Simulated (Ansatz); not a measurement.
A nudged elastic band was laid between two geometries of FH + H2O + H4Si (10 atoms, charge 0, multiplicity 1).

These are results of Ansatz, RKS PBE-D4/def2-SVP, not measurements.

- movable images: 7
- climbing image: yes
- spring: 5.0 eV/Å²
- optimiser: quadratic models (default)
- start path: through a guess of the saddle point
- force threshold: 0.05 eV/Å
- iteration limit: 60
- end points: relaxed

Initial state:

```xyz
10
Properties=species:S:1:pos:R:3
Si -1.144 0.156 0.737
H 0.116 -0.527 1.232
H -1.485 -0.292 -0.653
H -1.032 1.638 0.892
H -2.226 -0.358 1.654
H 1.500 0.204 -0.937
O 0.990 1.044 -0.963
H 1.019 -1.330 0.261
F 1.687 -1.551 -0.378
H 0.576 1.015 -1.846
```

Final state:

```xyz
10
Properties=species:S:1:pos:R:3
Si -1.099 0.720 0.510
H 0.852 -1.882 -1.785
H -1.591 -0.653 0.157
H -2.079 1.746 0.011
H -0.889 0.863 1.981
H 1.339 -0.129 0.531
O 0.439 1.033 -0.184
H 1.034 -1.704 -1.057
F 1.517 -0.953 0.991
H 0.475 0.958 -1.156
```

What changes between the two ends?

Bonds broken: Si1–H2, H6–O7, H8–F9. Bonds formed: Si1–O7, H2–H8, H6–F9. FH + H2O + H4Si becomes FH + H2 + H4OSi.

What energy profile does the band end with?

It converged. The highest image is number 3 of 0 to 8, 0.78 eV above the first end and 1.37 eV above the last; the last end lies 0.59 eV below the first. The profile has 2 maxima (images 1, 3) with wells between them (image 2): this band takes more than one step, which may be the mechanism or a detour left from its start path. Neighbouring images differ by up to 1.2 eV, so the band resolves the path poorly. A vibrational analysis at the climbing image gives one clearly imaginary mode, 733i cm⁻¹: a first-order saddle point. The orbitals stay closed-shell, which can raise the energy where a bond breaks towards radicals; this wasn't checked here.

```csv
image,path coordinate (Å),energy (eV),Si1–H2 (Å),H6–O7 (Å),H8–F9 (Å)
0,0.00,0.00,1.52,0.98,0.95
1,2.31,0.16,1.51,0.98,0.95
2,4.63,0.01,1.52,0.98,0.95
3,6.93,0.78,1.73,1.09,1.13
4,8.21,-0.46,2.77,1.61,2.04
5,9.49,-0.52,3.38,1.65,2.17
6,10.77,-0.53,3.54,1.64,2.18
7,12.05,-0.56,3.91,1.63,2.18
8,13.33,-0.59,3.98,1.63,2.23
```

What is the geometry of the highest image?


```xyz
10
Properties=species:S:1:pos:R:3
Si -0.927 0.265 0.368
H 0.067 -1.094 0.770
H -1.827 -0.659 -0.409
H -1.414 1.639 -0.118
H -1.219 0.350 1.843
H 1.358 -0.066 -0.612
O 0.745 0.793 -0.340
H 0.846 -1.388 0.131
F 1.695 -1.339 -0.620
H 0.676 1.499 -1.014
```

The run took 3.3 min on 2 threads of Arm Neoverse V1, with other jobs on the host, peak memory 0.14 GiB.
